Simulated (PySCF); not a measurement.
PySCF input for C2F4, SMILES FC(F)=C(F)F (connectivity only; charge and spin as stated), charge +1, multiplicity 2, PBE-D3(BJ)/def2-SVP. The structure is a stationary point at PBE-D3(BJ)/def2-SVP. The spin state was assumed, not searched.

```python
import numpy as np
from pyscf import gto, scf, dft, df
from pyscf.hessian import thermo

mol = gto.M(
    atom='''
    F     0.00000000    1.09441796   -1.36591329
    C     0.00000000   -0.00000000   -0.71581516
    F     0.00000000   -1.09441797   -1.36591327
    C     0.00000000    0.00000000    0.71581516
    F     0.00000000   -1.09441796    1.36591329
    F     0.00000000    1.09441797    1.36591327
    ''',
    basis='def2-SVP',
    charge=1,
    spin=1,
    max_memory=1600,
    verbose=3,
)
mf = dft.UKS(mol, xc='pbe').density_fit(auxbasis='def2-universal-jkfit')
mf.disp = 'd3bj'
mf.grids.level = 3
mf.conv_tol = 1e-11
mf.max_cycle = 100
mf.kernel()
fine, coarse = mf.grids, dft.Grids(mol).set(level=1).build(with_non0tab=True)
for _ in range(3):  # follow internal instabilities
    mf.grids = coarse
    mo, _, stable, _ = mf.stability(return_status=True, nroots=4)
    mf.grids = fine
    if stable:
        break
    mf.kernel(mf.make_rdm1(mo, mf.mo_occ))

# analytic Hessian; the response equations are solved on a coarser grid
h, args, fine = mf.Hessian(), (mf.mo_energy, mf.mo_coeff, mf.mo_occ), mf.grids
h.max_memory = max(150, 2.5e-5 * df.make_auxmol(mol, mf.with_df.auxbasis).nao * mol.nelec[0] * (mol.nelec[0] + mol.nao))  # MB; small integral blocks
h1ao = h.make_h1(mf.mo_coeff, mf.mo_occ)
mf.grids = dft.Grids(mol).set(level=1).build(with_non0tab=True)
mo1, mo_e1 = h.solve_mo1(*args, h1ao)
mf.grids = fine
hess = h.hess_elec(*args, mo1, mo_e1, h1ao) + h.hess_nuc()
if mf.do_disp():
    hess += h.get_dispersion()
for i in range(mol.natm):  # the analytic DFT Hessian lacks the response of the grid: restore translational invariance
    hess[i, i] -= hess[i].sum(axis=0)
hess = (hess + hess.transpose(1, 0, 3, 2)) / 2
vib = thermo.harmonic_analysis(mol, hess, imaginary_freq=False)
thermo.dump_normal_mode(mol, vib)
th = thermo.thermo(mf, vib['freq_au'][vib['freq_au'] > 0], 298.15, 101325)
thermo.dump_thermo(mol, th)
g0 = mf.nuc_grad_method().set(verbose=0).kernel()

# dipole derivatives [dipole axis, atom, xyz] from the same response
r, irp = mol.intor('int1e_r'), mol.intor('int1e_irp').reshape(3, 3, mol.nao, mol.nao)
sl, dm0, ok = mol.aoslice_by_atom(), np.array(mf.make_rdm1()), []
dmu = np.einsum('a,xt->xat', mol.atom_charges(), np.eye(3))
for a, (_, _, p0, p1) in enumerate(sl):
    dmu[:, a] += 2 * np.einsum('xtij,ij->xt', irp[:, :, :, p0:p1], dm0.reshape(-1, mol.nao, mol.nao).sum(0)[:, p0:p1])
    for u, c, occ, f in zip(mo1, mf.mo_coeff, mf.mo_occ, (2, 2)):
        dmu[:, a] -= f * np.einsum('tui,xuv,vi->xt', u[a], r, c[:, occ > 0], optimize=True)
L = vib['norm_mode']
ir = 974.8801 * (np.einsum('xat,kat->kx', dmu, L) ** 2).sum(1)       # km/mol
apt = np.einsum('xax->a', dmu) / 3
print('mode   freq/cm-1   IR/(km/mol)')
for k, w in enumerate(vib['freq_wavenumber']):
    print(f'{k + 1:4d} {w:11.2f} {ir[k]:13.3f}')
print('max |gradient| / (hartree/bohr):', abs(g0).max())
print('APT charges:', apt.round(4))
```

Log of the run:

```

WARN: HOMO -0.195543434978498 >= LUMO -0.1955434349785

converged SCF energy = -474.360786702266  <S^2> = 0.75133684  2S+1 = 2.0013364
<class 'pyscf.df.df_jk.DFUKS'> wavefunction is stable in the internal stability analysis

WARN: DFTD3 does not support analytical Hessian, using finite difference


WARN: Mole.unit (angstrom) is changed to Bohr

Mode                                 0                   1                   2
Irrep
Freq [cm^-1]                      134.8866            204.9346            397.6590
Reduced mass [au]                  18.9984             18.3043             18.8479
Force const [Dyne/A]                0.2037              0.4529              1.7560
Char temp [K]                     194.0718            294.8552            572.1427
Normal mode                   x     y     z       x     y     z       x     y     z
       0   F                -0.11 -0.00 -0.00    0.00 -0.02 -0.11    0.00  0.04  0.11
       1   C                -0.00  0.00  0.00    0.00  0.05 -0.00   -0.00  0.00  0.02
       2   F                 0.11 -0.00  0.00   -0.00 -0.02  0.11    0.00 -0.04  0.11
       3   C                -0.00  0.00  0.00    0.00  0.05 -0.00   -0.00 -0.00 -0.02
       4   F                -0.11 -0.00 -0.00    0.00 -0.02 -0.11    0.00 -0.04 -0.11
       5   F                 0.11 -0.00  0.00   -0.00 -0.02  0.11    0.00  0.04 -0.11
Mode                                 3                   4                   5
Irrep
Freq [cm^-1]                      417.7873            520.1331            563.0590
Reduced mass [au]                  13.1748             17.1942             12.3745
Force const [Dyne/A]                1.3549              2.7407              2.3115
Char temp [K]                     601.1029            748.3558            810.1165
Normal mode                   x     y     z       x     y     z       x     y     z
       0   F                -0.06  0.00  0.00   -0.00 -0.06  0.09    0.03  0.00 -0.00
       1   C                 0.18 -0.00  0.00    0.00 -0.09  0.00   -0.20  0.00 -0.00
       2   F                -0.06 -0.00  0.00    0.00 -0.06 -0.09    0.03 -0.00  0.00
       3   C                 0.18 -0.00 -0.00    0.00  0.09 -0.00    0.20 -0.00 -0.00
       4   F                -0.06 -0.00 -0.00   -0.00  0.06 -0.09   -0.03  0.00  0.00
       5   F                -0.06  0.00 -0.00    0.00  0.06  0.09   -0.03 -0.00  0.00
Mode                                 6                   7                   8
Irrep
Freq [cm^-1]                      592.0196            820.0368           1271.6303
Reduced mass [au]                  17.0764             17.9315             14.2902
Force const [Dyne/A]                3.5263              7.1045             13.6147
Char temp [K]                     851.7844           1179.8503           1829.5929
Normal mode                   x     y     z       x     y     z       x     y     z
       0   F                 0.00 -0.10 -0.03    0.00  0.10 -0.04   -0.00  0.06 -0.05
       1   C                -0.00  0.00  0.09   -0.00 -0.00 -0.07    0.00  0.00  0.15
       2   F                -0.00  0.10 -0.03    0.00 -0.10 -0.04    0.00 -0.06 -0.05
       3   C                 0.00  0.00  0.09    0.00 -0.00  0.07   -0.00  0.00  0.15
       4   F                 0.00 -0.10 -0.03    0.00 -0.10  0.04   -0.00  0.06 -0.05
       5   F                -0.00  0.10 -0.03   -0.00  0.10  0.04    0.00 -0.06 -0.05
Mode                                 9                  10                  11
Irrep
Freq [cm^-1]                     1529.9057           1531.7534           1669.4770
Reduced mass [au]                  13.1240             13.5306             12.5462
Force const [Dyne/A]               18.0986             18.7045             20.6027
Char temp [K]                    2201.1937           2203.8521           2402.0057
Normal mode                   x     y     z       x     y     z       x     y     z
       0   F                 0.00  0.05 -0.02    0.00  0.05 -0.03   -0.00  0.03 -0.03
       1   C                -0.00 -0.18  0.00   -0.00 -0.17  0.00    0.00  0.00  0.19
       2   F                -0.00  0.05  0.02   -0.00  0.05  0.03   -0.00 -0.03 -0.03
       3   C                -0.00  0.18  0.00    0.00 -0.17  0.00    0.00  0.00 -0.19
       4   F                 0.00 -0.05  0.02    0.00  0.05 -0.03   -0.00 -0.03  0.03
       5   F                -0.00 -0.05 -0.02   -0.00  0.05  0.03   -0.00  0.03  0.03
temperature 298.1500 [K]
pressure 101325.00 [Pa]
Rotational constants [GHz] 5.55231 3.27974 2.06182
Symmetry number 4
Zero-point energy (ZPE) 0.02199 [Eh]   57739.450 [J/mol]
                           tot       elec      trans        rot        vib
Entropy [J/mol/K]       307.801      5.763    166.182     99.564     36.292
Cv [J/mol/K]             70.882      0.000     12.472     12.472     45.939
Cp [J/mol/K]             79.197      0.000     20.786     12.472     45.939
Internal energy [J/mol]                      3718.434   3718.434  64248.218
Internal energy [Eh]   -474.33348  -474.36079
Enthalpy [J/mol]                             6197.391   3718.434  64248.218
Enthalpy [Eh]          -474.33254
Gibbs free energy [J/mol]                  -43349.780 -25966.446  53427.757
Gibbs free energy [Eh] -474.36749
mode   freq/cm-1   IR/(km/mol)
   1      134.89         0.000
   2      204.93         5.774
   3      397.66         0.000
   4      417.79        20.869
   5      520.13         0.000
   6      563.06         0.000
   7      592.02        10.831
   8      820.04         0.000
   9     1271.63       373.971
  10     1529.91         0.000
  11     1531.75       478.998
  12     1669.48         0.000
max |gradient| / (hartree/bohr): 0.0001665695067038605
APT charges: [-0.3181  1.1362 -0.3181  1.1362 -0.3181 -0.3181]
```

The run converged.

Cost: about 90 core-seconds (a rough figure).
